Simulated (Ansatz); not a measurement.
# Structure relaxation of LiSi2

Method: DFT PBE, scalar-relativistic, plane waves, PAW in Ansatz 0.2.0. Cutoff 420 eV, Γ-centred k mesh, Gaussian smearing, no spin polarisation in the final step.

The start puts LiSi2 on the marcasite structure type (Pnnm, No. 58), with Li in place of Fe, Si in place of S, at a guessed volume.

```yaml
crystal:
  lattice:
    - [4.34920, 0.00000, 0.00000]
    - [0.00000, 5.30817, 0.00000]
    - [0.00000, 0.00000, 3.31371]
  atoms:
    - { symbol: Li, position: [0.00000, 0.00000, 0.00000] }
    - { symbol: Li, position: [0.50000, 0.50000, 0.50000] }
    - { symbol: Si, position: [0.20040, 0.37870, 0.00000] }
    - { symbol: Si, position: [0.79960, 0.62130, 0.00000] }
    - { symbol: Si, position: [0.70040, 0.12130, 0.50000] }
    - { symbol: Si, position: [0.29960, 0.87870, 0.50000] }
```

Cell and atoms relax at zero pressure; the relaxation can't lower the symmetry of the start. After a coarse first stage the cell is made exact in the group found at 0.06 Å.

Energies over the elements count from the elements' standard structures at the same level, with no empirical corrections.

**Question.** What does it relax into?

**Answer.** It ends in Fm-3m (No. 225). The result has the fluorite structure. Conventional cell: a = 5.630 Å. Li is coordinated by 8 Si at 2.44 Å; Si has 4 Li at 2.44 Å and 6 Si at 2.81 Å.

```cif
data_structure
_symmetry_space_group_name_H-M 'Fm-3m'
_symmetry_Int_Tables_number 225
_cell_length_a 5.6298
_cell_length_b 5.6298
_cell_length_c 5.6298
_cell_angle_alpha 90.000
_cell_angle_beta 90.000
_cell_angle_gamma 90.000
_cell_volume 178.44
loop_
_atom_site_label
_atom_site_type_symbol
_atom_site_symmetry_multiplicity
_atom_site_Wyckoff_symbol
_atom_site_fract_x
_atom_site_fract_y
_atom_site_fract_z
_atom_site_occupancy
Li1 Li 4 a 0.00000 0.00000 0.00000 1
Si1 Si 8 c 0.25000 0.75000 0.75000 1
```

**Question.** What are its volume, energy, density and gap?

**Answer.** The volume per atom is 14.87 Å³ and the density is 2.35 g/cm³. The energy over the elements is 0.26 eV/atom and the gap on the 16×16×16 mesh is 0 eV (a metal).

The final run used a 16×16×16 mesh on its 3-atom cell and 0.10 eV smearing. The k mesh leaves about 4 meV/atom of noise in metals. A later test with randomly moved atoms lowered the energy by 296 meV/atom on a coarse mesh, so it isn't stable against such moves and is likely a saddle point held by symmetry.

Cost: 6 runs of about 8.5 core-minutes in all, on Arm Neoverse V1 (shared hosts).